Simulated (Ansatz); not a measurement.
# FS: the cost of one run

Computed with Ansatz 0.2.0, driven from Python. Level of theory: r2SCAN+D4/def2-TZVP.

### Step 1. The structure

Bond lengths: S1–F2 1.600 Å.

The script holds or builds the structure itself.

### Step 2. The code

scan.py reads:

```python
"""Potential curve of FS along one bond."""

import ansatz as az
import matplotlib.pyplot as plt
import numpy as np

params = {
    "basis": "def2-TZVP",
    "functional": "r2SCAN",
    "dispersion": "d4",
}

system = (
    az.Crystal.molecule()
    .atom("S", [0.0, 0.0, 0.0])
    .atom("F", [0.0, 0.0, 1.6])
)

symbols = [site.symbol for site in system.cartesian_sites]
start = np.array([site.position_ang for site in system.cartesian_sites])
axis = (start[1] - start[0]) / np.linalg.norm(start[1] - start[0])
moving = [1]
lengths, energies = [1.36, 1.47, 1.6, 1.76, 2.0, 2.4, 2.88, 3.52], []
for length in lengths:
    xyz = start.copy()
    xyz[moving] += (length - np.linalg.norm(start[1] - start[0])) * axis
    point = az.Crystal.molecule()
    for symbol, place in zip(symbols, xyz):
        point = point.atom(symbol, place.tolist())
    setup = (
        point.calculation()
        .basis(gaussian=params["basis"])
        .functional(params["functional"], dispersion=params["dispersion"])
        .spin("collinear", total=1)
        .scf(lower_state_search="light")
    )
    report = setup.run().report
    energies.append(report["free_energy_ev"])
    print(f"r = {length:6.3f} A  E = {energies[-1]:.5f} eV  <S^2> = {abs(report['mean_field']['state']['spin_squared']):.3f}")

print("energy above the lowest point (eV):", [round(e - min(energies), 3) for e in energies])
plt.figure(figsize=(4.5, 3))
plt.plot(lengths, np.array(energies) - min(energies), "o-")
plt.xlabel("bond length (A)")
plt.ylabel("E - E(min) (eV)")
plt.tight_layout()
plt.savefig("scan.png", dpi=100)
```

### Step 3. What the engine is handed

The package turns the script's settings into the engine's input (first run):

```yaml
crystal:
  periodic: [false, false, false]
  atoms:
    - { symbol: S, position_ang: [0.0, 0.0, 0.0] }
    - { symbol: F, position_ang: [0.0, 0.0, 1.36] }
basis:
  gaussian:
    orbitals: def2-TZVP
hamiltonian:
  xc: r2scan
  dispersion: d4
magnetization:
  spin_polarized: true
  initial_magnetization: 1.0
scf:
  lower_state_search: light
```

### Step 4. Running it

The run is started by

```console
python scan.py
```

**Question.** How long does this script take on 1 thread of Arm Neoverse V1, shared host, and how much memory does it need?

About 1.9 min, with a peak of 0.24 GiB.
